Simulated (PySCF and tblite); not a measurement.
Results of a calculation; reference values are marked as such.
n-hexane, C6H14, numbered as in [CH3:1][CH2:2][CH2:3][CH2:4][CH2:5][CH3:6]. Conformer-averaged GIAO shifts at 298.15 K against TMS at the same level, unscaled (PySCF, tblite), from 4 protocols:

A: shieldings PBE0/pcSseg-1 (IEF-PCM, chloroform); weights B3LYP-D3(BJ)/def2-TZVP (IEF-PCM, chloroform) // PBE0-D3(BJ)/def2-SVP; 8 conformers.
B: shieldings PBE0/pcSseg-1; weights PBE0-D3(BJ)/pcSseg-1 // GFN2-xTB; 10 conformers.
C: shieldings PBE0/pcSseg-1 (IEF-PCM, chloroform); weights PBE0-D3(BJ)/pcSseg-1 (IEF-PCM, chloroform) // GFN2-xTB; 10 conformers.
D: shieldings PBE0/pcSseg-1; weights PBE0-D3(BJ)/def2-TZVP // PBE0-D3(BJ)/def2-SVP; 7 conformers.

| signal | measured (ppm) | A | B | C | D |
| --- | --- | --- | --- | --- | --- |
| H1/H6 | 0.88 | 0.96 | 1.02 | 1.01 | 0.97 |
| C1/C6 | 14.14 | 16.2 | 16.4 | 16.5 | 16.0 |
| C2/C5 | 22.7 | 26.1 | 26.8 | 27.1 | 25.8 |
| C3/C4 | 31.64 | 34.5 | 35.4 | 35.8 | 34.2 |

Measured: Fulmer et al., Organometallics 2010, 29, 2176; solvent: CDCl3.

Which protocol comes closest to experiment?

For ¹³C protocol D has the smallest mean absolute error, but the gap to the next is too small to matter.
```
nucleus                           ppm    A    B    C    D
    ¹³C           mean absolute error  2.8  3.4  3.6  2.5
    ¹³C  scatter about the mean error  0.6  0.8  0.9  0.5
```

For scale, the study of CCCCCC took 8.5 min on 1 thread of Arm Neoverse V1, shared host (rough), launched as `OMP_NUM_THREADS=1 python ens_run.py task.json out`.
